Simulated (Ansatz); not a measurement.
Input file:

```yaml
crystal:
  periodic: [false, false, false]
  atoms:
    - {symbol: Ge, position_ang: [0.068849, 0.001819, 0.322990]}
    - {symbol: N, position_ang: [-0.280457, 0.010193, -1.498133]}
    - {symbol: H, position_ang: [-0.752981, 1.251777, 0.820617]}
    - {symbol: H, position_ang: [-0.669872, -1.351510, 0.838831]}
    - {symbol: H, position_ang: [0.112435, 0.727721, -2.068488]}
    - {symbol: H, position_ang: [0.245966, -0.900726, -2.049522]}
basis:
  gaussian: {orbitals: cc-pVDZ}
magnetization: {spin_polarized: true, initial_magnetization: 1}
correlation: {method: ccsd, electrons: valence}
accuracy: high
output: {forces: true}
```

```sh
$ ansatz run in.yaml --threads 1 --pin off --events-out ev --progress --plain --max-ram 2393MiB
```

**Question.** Roughly how long does this take on 1 thread of Arm Neoverse N1, shared host, and how much host memory?

**Answer.** 67 s wall and 0.46 GiB.

```
1380 factors; integrals over basis functions are off by at most 4.4e-9 eV
mean field evaluation 1: about -58014.2254 eV, gradient 1.9e1 eV
mean field evaluation 2: about -58014.2584 eV, gradient 1.9e1 eV
mean field evaluation 4: about -58016.1896 eV, gradient 2.0e0 eV
mean field evaluation 8: about -58016.2458 eV, gradient 2.0e-1 eV
mean field evaluation 16: about -58016.2473 eV, gradient 2.0e-8 eV
mean field evaluation 32: about -58010.8997 eV, gradient 1.2e1 eV
mean field -58016.24734415 eV, -2132.0577650727 hartree, gradient 2.0e-8 eV, S^2 0.758697; 0 other end points of the search recorded, 0 dependent functions left out
10 core orbitals not correlated: weight in the atoms' cores, before any rotation towards them, 1.000 or more for the frozen orbitals, at most 0.000 for the correlated occupied ones
reference -58016.24734415 eV, -2132.0577650727 hartree; 12, 11 occupied and 39, 40 virtual orbitals, 1380 factors
second order -7.77582724 eV of doubles, -0.00000000 eV of singles
cycle   1  -8.23078010 eV  change   -4.5e-1 eV  update   7.8e-2
cycle   2  -8.53341004 eV  change   -3.0e-1 eV  update   2.7e-2
cycle   3  -8.60224062 eV  change   -6.9e-2 eV  update   1.6e-2
cycle   4  -8.60037772 eV  change    1.9e-3 eV  update   6.2e-3
cycle   5  -8.60067745 eV  change   -3.0e-4 eV  update   3.6e-3
cycle   6  -8.60070259 eV  change   -2.5e-5 eV  update   1.4e-3
cycle   7  -8.60072417 eV  change   -2.2e-5 eV  update   4.3e-4
cycle   8  -8.60088688 eV  change   -1.6e-4 eV  update   1.9e-4
cycle   9  -8.60086587 eV  change    2.1e-5 eV  update   7.7e-5
cycle  10  -8.60086144 eV  change    4.4e-6 eV  update   3.3e-5
cycle  11  -8.60086920 eV  change   -7.8e-6 eV  update   1.2e-5
cycle  12  -8.60086550 eV  change    3.7e-6 eV  update   4.6e-6
cycle  13  -8.60086637 eV  change   -8.7e-7 eV  update   1.9e-6
cycle  14  -8.60086456 eV  change    1.8e-6 eV  update   8.4e-7
cycle  15  -8.60086441 eV  change    1.4e-7 eV  update   3.1e-7
cycle  16  -8.60086456 eV  change   -1.5e-7 eV  update   1.4e-7
cycle  17  -8.60086460 eV  change   -4.2e-8 eV  update   6.8e-8
cycle  18  -8.60086460 eV  change    4.8e-9 eV  update   3.2e-8
cycle  19  -8.60086461 eV  change   -1.2e-8 eV  update   2.0e-8
cycle  20  -8.60086474 eV  change   -1.3e-7 eV  update   7.7e-8
cycle  21  -8.60086478 eV  change   -3.9e-8 eV  update   2.2e-8
cycle  22  -8.60086479 eV  change   -8.0e-9 eV  update   6.2e-9
cycle  23  -8.60086479 eV  change  -6.6e-10 eV  update   2.5e-9
the calculation of the forces begins
Total energy: -58024.84820894 eV, -2132.3738410238 hartree
Atom 0 at     0.068849     0.001819     0.322990 Å, force    -0.827568    -0.415871     0.537900 eV/Å
Atom 1 at    -0.280457     0.010193    -1.498133 Å, force     1.613234    -4.485840    -2.218624 eV/Å
Atom 2 at    -0.752981     1.251777     0.820617 Å, force     0.282989    -0.275859     0.048465 eV/Å
Atom 3 at    -0.669872    -1.351510     0.838831 Å, force     0.542948     0.841008    -0.252156 eV/Å
Atom 4 at     0.112435     0.727721    -2.068488 Å, force     0.401036     1.500719    -0.327718 eV/Å
Atom 5 at     0.245966    -0.900726    -2.049522 Å, force    -2.012639     2.835842     2.212133 eV/Å
Dipole moment:     0.305632     0.013397    -0.200283 e Å
```

Forces (eV/Å):
```
Ge  -0.828 -0.416  0.538
N    1.613 -4.486 -2.219
H    0.283 -0.276  0.048
H    0.543  0.841 -0.252
H    0.401  1.501 -0.328
H   -2.013  2.836  2.212
```
